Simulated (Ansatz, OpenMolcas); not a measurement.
**Worked example: vertical ionisation energy of H2O+ (SMILES [OH2+])**

H2O+ has 3 atoms, charge +1, and is taken as a doublet. As SMILES, `[OH2+]`. The coordinates come from a GFN2-xTB relaxation.

```xyz
3

O    -0.2577    0.1704   -0.1197
H     0.4900    0.6583    0.3406
H    -0.2323   -0.8287   -0.2209
```

Both states at this one shape; open shells run unrestricted unless said. 1 Eh = 27.2114 eV.

| level | program | doublet H2O+ (Eh) | singlet [H2O]2+ (Eh) |
| --- | --- | --- | --- |
| UCAM-B3LYP/6-31G* (spherical functions) | Ansatz | -75.926689 | -74.870630 |
| ROCCSD(T)/6-31G, 1 core orbital frozen | OpenMolcas | -75.692223 | -74.669082 |

Problem. Work out the vertical ionisation energy at each level.

Solution. 
1. UCAM-B3LYP/6-31G* (spherical functions): -74.870630 − (-75.926689) = 1.056059 Eh = 28.74 eV.
2. ROCCSD(T)/6-31G: -74.669082 − (-75.692223) = 1.023141 Eh = 27.84 eV.

No measured value is set beside it here; the levels span 27.84 to 28.74 eV.
